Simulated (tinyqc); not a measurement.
MP2 on RHF in the sto-6g basis, for H2O, spin multiplicity 1, step by step. One step of it, computed by the program tinyqc.

Task: Iteration 8 (converged): orbitals. Diagonalise F' = X^T F X, C = X C', fill 5 alpha and 5 beta electrons from the bottom; D = 2 C_occ C_occ^T. Each column has its largest component positive (the first on a tie).

converged F (hartree), lower triangle:
```
,1O 1s,1O 2s,1O 2px,1O 2py,1O 2pz,2H 1s,3H 1s
1O 1s,-20.491120
1O 2s,-4.963003,-2.343037
1O 2px,0.000000,0.000000,-0.393947
1O 2py,0.000000,0.000000,0.000000,-0.343401
1O 2pz,-0.029082,-0.126339,0.000000,0.000000,-0.360789
2H 1s,-1.237688,-1.033905,0.000000,-0.410564,-0.350581,-0.593245
3H 1s,-1.237688,-1.033905,0.000000,0.410564,-0.350581,-0.388500,-0.593245
```

X:
```
,1,2,3,4,5,6,7
1O 1s,-0.289976,0.000000,0.766108,0.000000,-0.610460,0.000000,0.151939
1O 2s,1.214869,0.000000,-0.281643,0.000000,-0.279210,0.000000,0.427351
1O 2px,0.000000,0.000000,0.000000,1.000000,0.000000,0.000000,0.000000
1O 2py,0.000000,0.962653,0.000000,0.000000,0.000000,0.679461,0.000000
1O 2pz,0.521912,0.000000,0.639282,0.000000,0.665845,0.000000,0.182499
2H 1s,-0.763959,-0.880885,-0.150966,0.000000,0.121294,0.371266,0.373296
3H 1s,-0.763959,0.880885,-0.150966,0.000000,0.121294,-0.371266,0.373296
```

Give: F' = X^T F X; orbital energies; coefficients C; D after iteration 8.

Result:

F' = X^T F X (hartree), lower triangle:
```
,1,2,3,4,5,6,7
1,0.221
2,0.000,0.757
3,1.569,0.000,-9.714
4,0.000,0.000,0.000,-0.394
5,-1.067,0.000,9.074,0.000,-9.236
6,0.000,0.107,0.000,0.000,0.000,-0.629
7,0.108,0.000,-3.930,0.000,3.961,0.000,-2.888
```

orbital energies (hartree): MO1 -20.494, MO2 -1.276, MO3 -0.638, MO4 -0.447, MO5 -0.394, MO6 0.601, MO7 0.765

coefficients C:
```
,MO1,MO2,MO3,MO4,MO5,MO6,MO7
1O 1s,0.997,-0.222,0.000,0.093,0.000,-0.126,0.000
1O 2s,0.016,0.834,0.000,-0.520,0.000,0.922,0.000
1O 2px,0.000,0.000,0.000,0.000,1.000,0.000,0.000
1O 2py,0.000,0.000,0.604,0.000,0.000,0.000,1.012
1O 2pz,0.003,0.128,0.000,0.799,0.000,0.709,0.000
2H 1s,-0.004,0.157,0.438,0.266,0.000,-0.816,-0.850
3H 1s,-0.004,0.157,-0.438,0.266,0.000,-0.816,0.850
```

D after iteration 8, lower triangle:
```
,1O 1s,1O 2s,1O 2px,1O 2py,1O 2pz,2H 1s,3H 1s
1O 1s,2.102
1O 2s,-0.434,1.931
1O 2px,0.000,0.000,2.000
1O 2py,0.000,0.000,0.000,0.729
1O 2pz,0.098,-0.616,0.000,0.000,1.309
2H 1s,-0.028,-0.016,0.000,0.528,0.465,0.574
3H 1s,-0.028,-0.016,0.000,-0.528,0.465,-0.193,0.574
```
